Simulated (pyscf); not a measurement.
`[CH3][SnH3]` + `[SH2]` -> `[CH3][SnH2][SH]` + `[H][H]` (four-centre exchange; singlet surface; H–Sn, H–S broken, S–Sn, H–H formed). Optimised with ωB97X-D3(BJ)/def2-SVP in PySCF. Rate constants from transition-state theory, ωB97M-D3(BJ)/def2-TZVP energies (ideal gas, 1 atm, RRHO with modes under 100 cm⁻¹ raised to 100, one conformer, R ln 2 for rigid chiral ones; no tunnelling), k in cm³ molecule⁻¹ s⁻¹.

```
T (K)  1000/T  log10 k
-----  ------  -------
298     3.354   -42.44
600     1.667   -27.30
900     1.111        ?
1200    0.833   -19.36
```

Q: Fit an Arrhenius line to the three values, give the activation energy, and predict k at 900 K.

A: Least squares gives log10 k = -11.89 − 9.13 × 1000/T, so Ea = 9.13 × ln 10 × 1.987 = 41.8 kcal/mol, against an electronic barrier of 40.3. At 900 K the line gives -22.03; the computed value is -22.10 (ΔG‡ = 67.8 kcal/mol), a factor 1.2 under the line, since the plot is curved. One saddle was located; it need not be the lowest between these sides. Elements past Kr carry the def2 core potentials, without spin-orbit coupling.
